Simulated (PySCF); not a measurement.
# Nitrogen: a sound run and one with changed settings

Sound run: N [He] 2s2 2p3, N⁺ [He] 2s2 2p2. Computed with PySCF 2.14 in 6-31G*, with no relativity, point nucleus. The sound run starts from symmetry-adapted Hartree-Fock orbitals and uses a fine grid where one is needed.

Changed run: 14 angular points. This setting is unsound on purpose.

```json
{"species": "N", "method": "UHF", "sound run (hartree)": "-54.38501", "changed run (hartree)": "-54.38501", "converged": "yes"}
{"species": "N", "method": "LDA", "sound run (hartree)": "-54.10917", "changed run (hartree)": "-54.10917", "converged": "yes"}
{"species": "N", "method": "TPSS", "sound run (hartree)": "-54.59236", "changed run (hartree)": "-54.59236", "converged": "yes"}
{"species": "N⁺", "method": "UHF", "sound run (hartree)": "-53.87190", "changed run (hartree)": "-53.87190", "converged": "yes"}
{"species": "N⁺", "method": "LDA", "sound run (hartree)": "-53.55942", "changed run (hartree)": "-53.56050", "converged": "yes"}
{"species": "N⁺", "method": "TPSS", "sound run (hartree)": "-54.05428", "changed run (hartree)": "-54.05555", "converged": "yes"}
```

Ionisation energy of N:

```json
{"method": "UHF", "sound run (eV)": "13.962", "changed run (eV)": "13.962"}
{"method": "LDA", "sound run (eV)": "14.959", "changed run (eV)": "14.930"}
{"method": "TPSS", "sound run (eV)": "14.642", "changed run (eV)": "14.607"}
```

A coarse angular grid integrates products of high-l functions wrongly, so density functionals can shift, and the SCF can exploit the error; Hartree-Fock and MP2 need no grid.

For comparison, NIST gives 14.534 eV between the lowest levels.
